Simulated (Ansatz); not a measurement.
A nudged elastic band was laid between two geometries of C₂HN (4 atoms, charge 0, multiplicity 1).

Computed with Ansatz, RHF/def2-SVP.

| Quantity | Value |
| --- | --- |
| movable images | 5 |
| climbing image | yes |
| spring | 20.0 eV/Å² |
| optimiser | quadratic models (default) |
| start path | through a guess of the saddle point |
| force threshold | 0.05 eV/Å |
| iteration limit | 60 |
| end points | relaxed |

Image 0:

```xyz
4
Properties=species:S:1:pos:R:3
C -0.292 -0.520 0.907
C 1.025 -0.123 0.333
N -0.132 0.116 -0.223
H -0.602 0.526 -1.016
```

Image 6:

```xyz
4
Properties=species:S:1:pos:R:3
C -0.100 0.134 -0.253
C 1.048 -0.183 0.445
N -0.224 -0.483 0.848
H -0.723 0.532 -1.040
```

**Question.** Which bonds break or form, and what moves?

**Answer.** Bonds broken: N3–H4. Bonds formed: C1–H4.

**Question.** What energy profile does the band end with?

**Answer.** It converged. The highest image is number 3 of 0 to 6, 2.00 eV above the first end and 3.34 eV above the last; the last end lies 1.34 eV below the first. Neighbouring images differ by up to 1.6 eV, so the band resolves the path poorly. Another band between the same ends (5 images) ends at a top of the same energy, where a vibrational analysis finds 1 clearly imaginary mode. The orbitals stay closed-shell, which can raise the energy where a bond breaks towards radicals; this wasn't checked here.

```
image  path coordinate (Å)  energy (eV)  N3–H4 (Å)  C1–H4 (Å)
    0                 0.00         0.00       1.01       2.21
    1                 0.31         0.54       0.99       1.97
    2                 0.62         1.60       1.00       1.68
    3                 0.93         2.00       1.09       1.37
    4                 1.32         1.02       1.50       1.10
    5                 1.72        -0.56       1.88       1.06
    6                 2.11        -1.34       2.20       1.08
```

**Question.** What is the geometry of the highest image?

**Answer.** 
```xyz
4
Properties=species:S:1:pos:R:3
C -0.448 -0.617 0.295
C 0.912 -0.329 0.516
N 0.295 0.524 -0.277
H -0.758 0.422 -0.534
```

The run took 64 s on 1 thread of Arm Neoverse N1 (shared host), peak memory 0.083 GiB.
